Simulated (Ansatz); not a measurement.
**SiH2, triplet along the distance Si1-H2**

Starting geometry (PBE0/def2-TZVP stationary point for this spin, not checked as a minimum):

| atom | x (Å) | y (Å) | z (Å) |
| --- | --- | --- | --- |
| Si | 0.0000 | -0.0507 | 0.0000 |
| H | 0.0000 | 0.7069 | -1.2784 |
| H | 0.0000 | 0.7069 | 1.2784 |

From there H2 moves along the line of the two atoms named below, all else staying in place; atoms are numbered as listed. Energies are in eV, counted from the starting geometry at the same level.

Basis cc-pVDZ; Ansatz 0.2.0. Correlated methods freeze the noble-gas cores. R marks a restricted (for open shells ROHF) determinant, U an unrestricted one.

Unrestricted rows (U) aren't spin-pure: their determinants' ⟨S²⟩ exceeds S(S+1) by up to 0.20, so they mix in states of higher spin.

Full CI is exact within this basis and frozen core; it isn't the basis-set limit. The frozen core follows each run's orbitals, which can shift R against U totals by a few meV.

```tsv
distance Si1-H2 (Å)	full CI	unpaired electrons (full CI)	error RMP2	error UCCSD	error RCCSD(T)	error RCCSDT	error RCCSDT(Q)	error UCCSDT(Q)
1.188	1.320	2.02	-0.026	-0.009	-0.003	0.000	0.000	0.000
1.365	0.176	2.02	-0.015	-0.004	-0.001	0.000	0.000	0.000
1.486	0.000	2.03	0.000	0.000	0.000	0.000	0.000	0.000
1.605	0.091	2.03	0.021	0.006	0.002	0.000	0.000	0.000
1.817	0.573	2.04	0.080	0.019	0.007	0.001	0.000	0.000
2.069	1.286	2.08	0.194	0.043	0.015	0.002	0.000	0.000
2.436	2.076	2.14	0.309	0.052	0.030	0.003	0.001	0.001
2.798	2.368	2.09	0.095	0.013	0.009	0.001	0.000	0.001
3.321	2.424	2.06	0.046	-0.004	0.000	0.000	0.000	0.000
3.933	2.427	2.06	0.043	-0.006	-0.001	0.000	0.000	0.000
5.068	2.428	2.06	0.043	-0.007	-0.001	0.000	0.000	0.000
```

Unpaired electrons are Σ n²(2−n)² over natural occupations. Errors are those of relative energies. In total energy the starting point itself misses full CI by: RMP2 0.669, UCCSD 0.067, RCCSD(T) 0.017, RCCSDT 0.001, RCCSDT(Q) 0.000, UCCSDT(Q) 0.000 eV.

Spread of the error over the points with a reference, to 5.068 Å (largest less smallest): RCCSDT(Q) 0.001, UCCSDT(Q) 0.001, RCCSDT 0.004, RCCSD(T) 0.033, UCCSD 0.061, RMP2 0.335 eV.
